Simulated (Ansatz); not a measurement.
# BSiHO+ (quartet): the correlation ladder, def2-TZVPP

One table from this session's results is given with a row withheld; the runs are named, their logs left out.

Method: def2-TZVPP, core rule «outside noble gas», up to 7 orbitals frozen; program: Ansatz 0.2.0, Gaussian basis.

Plan: UHF; ROHF; CCSD(T) on UHF.

2 further runs of the same task are left out: 2 set aside as unsound or not needed.

### The system

The geometry is a PBE0/def2-TZVP stationary point (not a proven minimum) of the parent state, kept for this charge and spin.

4 atoms, charge 1, spin multiplicity 4.

Atoms are counted from 1 here; the program's logs count them from 0.

Bond lengths: B1–Si2 1.800 Å, B1–H4 1.175 Å, Si2–O3 1.513 Å. Angles: Si2–B1–H4 180.0°, B1–Si2–O3 180.0°.

Set-up of the first run:

in.yaml

```yaml
crystal:
  periodic: [false, false, false]
  atoms:
    - {symbol: B, position_ang: [0.000000, 0.000000, 0.984275]}
    - {symbol: Si, position_ang: [0.000000, 0.000000, -0.815325]}
    - {symbol: O, position_ang: [0.000000, 0.000000, -2.328425]}
    - {symbol: H, position_ang: [0.000000, 0.000000, 2.159475]}
basis:
  gaussian: {orbitals: def2-TZVPP}
total_charge: 1
magnetization: {spin_polarized: true, initial_magnetization: 3}
hamiltonian: {xc: hf}
output: {orbitals: {seedname: orbitals}}
```

The run is started by

```
$ ansatz run in.yaml --threads 1 --pin off --events-out ev --progress --plain --max-ram 4096MiB --backend cpu
```

Steps of the session up to this table: UHF; ROHF; CCSD(T) on UHF.

One table of the session follows, with a row left open; its other results are not shown here.

| method | from UCCSD(T) (meV) |
| --- | --- |
| ROHF | ? |
| UHF | +9992.0 |
| UMP2 | +1313.9 |
| UCCSD | +363.6 |
| UCCSD(T) | 0 |

**Question.** Estimate the row for ROHF.

The run gave: from UCCSD(T) (meV): +10221.8. In the column «from UCCSD(T) (meV)» it is the highest.
